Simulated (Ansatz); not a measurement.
[Br···H···N], quartet: the ladder up to RCCSDTQ

Geometry: a point of a hydrogen-transfer path between rigid fragments, not a stationary point.

| atom | x (Å) | y (Å) | z (Å) |
| --- | --- | --- | --- |
| Br | 0.0000 | 0.0000 | -1.4640 |
| H | 0.0000 | 0.0000 | 0.1100 |
| N | 0.0000 | 0.0000 | 1.3540 |

Basis cc-pVDZ; Ansatz 0.2.0. Only valence electrons are correlated (noble-gas cores and the filled d shells of p-block atoms frozen), which leaves 13 electrons in 31 orbitals. Prefix R: restricted or restricted open-shell reference. Active spaces: pair = (5e, 5o) about the gap; valence = (13e, 9o) chosen from the atoms' valence shells. No spin–orbit coupling is included, and no scalar relativity.

Full CI isn't at hand for all of this; RCCSDTQ serves as the reference, and is uncertain by about the last step of the cluster series.

For open shells CISD is restricted-active-space CI with the open shells as a complete middle space.

```
UHF ⟨S²⟩                          : 3.794
T1 diagnostic (RCCSD)             : 0.0341
largest doubles amplitude (RCCSD) : 0.068
```

Problem. From what is known of these methods and the diagnostics, rank them by the size of their error in total energy against RCCSDTQ in cc-pVDZ, smallest first (an estimate: the text doesn't fix the numbers).
A. MRCISD (pair space)
B. RCCSD(T)
C. RHF
D. CASSCF (pair space)
E. RCCSD

Solution. B (1.13 mEh), E (5.96 mEh), A (19.20 mEh), D (234.66 mEh), C (259.73 mEh).

All errors are against RCCSDTQ in cc-pVDZ. Within each family the higher level lies nearer, as is usual though not guaranteed.

Natural occupations of CASSCF (valence space) about the gap: 1.994 1.963 1.003 1.001 1.001 0.041; effectively unpaired electrons, Σ n²(2−n)², 3.01.
